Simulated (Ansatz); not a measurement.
The inner images of a band of CH$_{7}$BS (10 atoms, charge 0, multiplicity 1) are given out of order.

The calculation used Ansatz, RKS B3LYP-D4/6-31G*.

Initial state:

```xyz
10
Properties=species:S:1:pos:R:3
B -0.206 -0.004 0.156
H -0.483 0.251 1.300
H 0.911 0.303 -0.185
C -1.366 0.095 -0.938
H -2.320 -0.353 -0.628
H -1.569 1.164 -1.098
H -1.099 -0.318 -1.919
S 0.175 -2.158 0.318
H -0.950 -2.604 0.919
H 0.897 -2.213 1.457
```

Final state:

```xyz
10
Properties=species:S:1:pos:R:3
B 0.028 -0.815 -0.709
H -0.023 0.451 2.734
H 1.073 -0.268 -0.900
C -1.336 -0.083 -0.948
H -2.230 -0.688 -0.767
H -1.388 0.807 -0.304
H -1.379 0.299 -1.978
S 0.215 -2.507 -0.135
H -1.090 -2.842 0.006
H 0.120 -0.190 2.384
```

Q: Put them in order from the first end to the last, with their energies above the first end.
A.
```xyz
10
Properties=species:S:1:pos:R:3
B 0.061 -0.598 -0.278
H -0.206 0.116 1.716
H 1.078 0.028 -0.296
C -1.305 -0.003 -0.774
H -2.199 -0.461 -0.336
H -1.393 1.087 -0.695
H -1.323 -0.242 -1.849
S 0.321 -2.387 0.035
H -0.973 -2.756 0.177
H -0.071 -0.620 1.682
```
B.
```xyz
10
Properties=species:S:1:pos:R:3
B 0.075 -0.738 -0.538
H -0.216 0.336 2.225
H 1.116 -0.160 -0.642
C -1.297 -0.037 -0.825
H -2.168 -0.530 -0.380
H -1.294 1.017 -0.524
H -1.445 -0.041 -1.917
S 0.274 -2.474 -0.107
H -1.028 -2.835 -0.032
H -0.026 -0.375 2.122
```
C.
```xyz
10
Properties=species:S:1:pos:R:3
B -0.017 -0.269 0.082
H -0.201 0.044 1.313
H 1.076 0.135 -0.179
C -1.316 0.020 -0.778
H -2.223 -0.448 -0.376
H -1.506 1.100 -0.831
H -1.187 -0.339 -1.806
S 0.330 -2.325 0.328
H -0.965 -2.709 0.377
H -0.004 -1.046 1.254
```
D.
```xyz
10
Properties=species:S:1:pos:R:3
B -0.109 0.030 0.099
H -0.292 0.319 1.253
H 0.977 0.310 -0.341
C -1.364 0.064 -0.882
H -2.265 -0.404 -0.463
H -1.618 1.122 -1.047
H -1.182 -0.369 -1.874
S 0.302 -2.161 0.393
H -0.951 -2.648 0.519
H 0.492 -2.101 1.725
```
E.
```xyz
10
Properties=species:S:1:pos:R:3
B -0.052 0.023 0.082
H -0.206 0.244 1.259
H 1.057 0.203 -0.331
C -1.331 0.054 -0.835
H -2.212 -0.423 -0.387
H -1.588 1.120 -0.950
H -1.184 -0.354 -1.840
S 0.332 -2.388 0.452
H -0.969 -2.745 0.418
H 0.142 -1.572 1.515
```

A: D (+3.2 kJ/mol), E (+26.3 kJ/mol), C (+71.7 kJ/mol), A (-18.7 kJ/mol), B (-54.8 kJ/mol).

Run time: 2.8 min on 1 thread of Arm Neoverse V1, on a shared host, peak memory 0.12 GiB.
